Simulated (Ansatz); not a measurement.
A calculation with Ansatz (development build ahead of 0.2.0).

```yaml
crystal:
  periodic: [false, false, false]
  atoms:
    - { symbol: Cl, position_ang: [0.05644, -0.03784, -0.8216] }
    - { symbol: F, position_ang: [-0.02098, -0.06717, 1.63778] }
basis:
  gaussian: { orbitals: "6-31G" }
hamiltonian:
  xc: hf
```

The input is written out in the form of the current development build from the run's settings.

Results

```yaml
Converged: yes
Total_energy: -558.66476 hartree
Spin_squared_of_the_determinant: 0.000
```

Caution: stretched shape with no unrestricted run beside it, a lower state can exist.
